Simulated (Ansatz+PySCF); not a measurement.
# triplet NH3: levels of theory in one basis

```xyz
4

N     0.0000    0.0000   -0.1963
H     0.0000    0.0000    1.3739
H    30.0000    0.0000   -0.8370
H    30.0000    0.0000    0.8370
```

Basis set: 6-31G (spherical functions). Correlated methods keep 1 orbital frozen. Correlation on ROHF uses semicanonical orbitals with singles. Charge 0, multiplicity 3.

Computed with Ansatz (development build ahead of 0.2.0); each method stands on the lowest determinant of its kind that the runs found. NEVPT2 correlates all electrons. Active spaces start from the frontier orbitals, and the lowest solution found is given.

```json
{"method": "ROHF", "E − E(ROHF) (eV)": "0.00", "<S²> of the determinant": "2.00"}
{"method": "UHF", "E − E(ROHF) (eV)": "-2.10", "<S²> of the determinant": "3.31"}
{"method": "ROHF-MP2", "E − E(ROHF) (eV)": "-2.97", "<S²> of the determinant": "–"}
{"method": "UHF-MP2", "E − E(ROHF) (eV)": "-3.25", "<S²> of the determinant": "3.31"}
{"method": "ROHF-CCSD", "E − E(ROHF) (eV)": "-4.71", "<S²> of the determinant": "–"}
{"method": "UHF-CCSD", "E − E(ROHF) (eV)": "-4.72", "<S²> of the determinant": "3.31"}
{"method": "ROHF-CCSD(T)", "E − E(ROHF) (eV)": "-4.76", "<S²> of the determinant": "–"}
{"method": "UHF-CCSD(T)", "E − E(ROHF) (eV)": "-4.75", "<S²> of the determinant": "3.31"}
{"method": "full CI (lowest root of this spin)", "E − E(ROHF) (eV)": "-4.77", "<S²> of the determinant": "–"}
{"method": "CASSCF(6,6)", "E − E(ROHF) (eV)": "-3.55", "<S²> of the determinant": "–"}
{"method": "CASSCF(4,4)", "E − E(ROHF) (eV)": "-1.88", "<S²> of the determinant": "–"}
{"method": "SC-NEVPT2(4,4)", "E − E(ROHF) (eV)": "-3.94", "<S²> of the determinant": "–"}
```

Q: What does SC-NEVPT2(6,6) give on the same scale?

A: -4.52 eV. NEVPT2 here correlates all electrons, so it doesn't share the others' frozen core.

At such a shape the full CI root can have another spatial symmetry than the determinants, so the rows needn't describe one state.

Q: Is a single determinant a sound starting point here?

A: It is doubtful. Unrestricted orbitals lower Hartree–Fock by 2.10 eV and <S²> is 3.31 where a pure state has 2.00, a sign of strong static correlation. The CASSCF(6,6) natural occupations are 1.80, 1.72, 1.00, 1.00, 0.28, 0.20. The CASSCF(4,4) natural occupations are 1.72, 1.00, 1.00, 0.28.

Caution for ROHF, ROHF-MP2, ROHF-CCSD, ROHF-CCSD(T): an unrestricted determinant lies well below. Caution for UHF, UHF-MP2, UHF-CCSD, UHF-CCSD(T): the unrestricted determinant is a mixture of spin states. Caution for ROHF-MP2, UHF-MP2, ROHF-CCSD, UHF-CCSD, ROHF-CCSD(T), UHF-CCSD(T): large amplitudes, a single reference is doubtful. Caution for ROHF-MP2, UHF-MP2: forces differ strongly between restricted and unrestricted references. Caution for ROHF-CCSD(T), UHF-CCSD(T): the amplitudes may be one of several solutions.
